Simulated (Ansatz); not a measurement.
## How methods differ on BH (SMILES [BH])

The species is BH (2 atoms), meant as a singlet with charge 0. SMILES: `[BH]`. Geometry: the measured bond length.

```tsv
atom	x (Å)	y (Å)	z (Å)
B	0.0000	0.0000	0.0000
H	0.0000	0.0000	1.2324
```

Quantity: the energy change with the B1–H2 bond stretched from 1.232 to 1.540 Å, in eV. The values are calculated.

| level | kind | program | value (eV) | less FCI/3-21G |
| --- | --- | --- | --- | --- |
| BLYP/3-21G (restricted) | GGA | Ansatz | 0.40 | +0.01 |
| revPBE/3-21G (restricted) | GGA | Ansatz | 0.36 | -0.03 |
| r2SCAN0/3-21G (restricted) | hybrid meta-GGA | Ansatz | 0.46 | +0.07 |
| B2PLYP/3-21G (restricted) | double hybrid | Ansatz | 0.49 | +0.10 |
| MP2/3-21G (restricted) | perturbation theory | Ansatz | 0.49 | +0.10 |
| CCSDT(Q)/3-21G (restricted) | coupled cluster or CI | Ansatz | 0.39 | 0.00 |
| CCSDTQ/3-21G (restricted) | coupled cluster or CI | Ansatz | 0.39 | 0.00 |
| FCI/3-21G | exact in the basis | Ansatz | 0.39 | 0.00 |

FCI/3-21G is exact within its basis and frozen core, so for wave-function methods in that basis the difference is their error; functionals converge differently with the basis, so for them it is only a difference. The first shape isn't each level's own minimum. The values span 0.36 to 0.49 eV. All rows use very small basis sets, so even the best lies far from the true value.
